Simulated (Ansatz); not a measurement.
Input file:

```yaml
crystal:
  periodic: [false, false, false]
  atoms:
    - {symbol: O, position_ang: [-0.022023, -0.331072, 1.627318]}
    - {symbol: C, position_ang: [-0.022856, 0.403074, 0.686128]}
    - {symbol: Si, position_ang: [0.025108, -0.037685, -1.248253]}
    - {symbol: H, position_ang: [-0.077669, 1.502228, 0.774689]}
basis:
  gaussian: {orbitals: def2-TZVPP}
magnetization: {spin_polarized: false, initial_magnetization: 3}
correlation: {method: fci, electrons: all}
output: {forces: true}
```

```sh
$ ansatz run in.yaml --threads 1 --pin off --events-out ev --progress --plain --max-ram 2393MiB
```

**Question.** One thing in this input was set wrong on purpose, beside settings that are merely unusual. What is the gravest fault, and what does the program do?

**Answer.** Too large for memory. How the run ends: out of memory.
```
1452 factors; integrals over basis functions are off by at most 1.9e-7 eV
mean field evaluation 1: about -10940.2717 eV, gradient 2.9e1 eV
mean field evaluation 2: about -10940.2757 eV, gradient 2.9e1 eV
mean field evaluation 4: about -10942.9348 eV, gradient 3.4e0 eV
mean field evaluation 8: about -10943.0672 eV, gradient 5.8e-1 eV
mean field evaluation 16: about -10943.3005 eV, gradient 5.1e-3 eV
mean field -10943.30050459 eV, -402.1588759081 hartree, gradient 2.4e-6 eV, S^2 3.750000; 1 other end points of the search recorded, 0 dependent functions left out
mean field evaluation 32: about -10940.5478 eV, gradient 2.1e1 eV
mean field evaluation 64: about -10943.3521 eV, gradient 3.1e-1 eV
mean field evaluation 96: about -10943.3974 eV, gradient 3.2e-1 eV
reference -10943.30050459 eV, -402.1588759081 hartree; 16, 13 occupied and 102, 105 virtual orbitals, 1452 factors
Error: with the densities for the forces the run needs 15.65 GiB of the host's memory, and 2.33 GiB are given
refused for memory
```
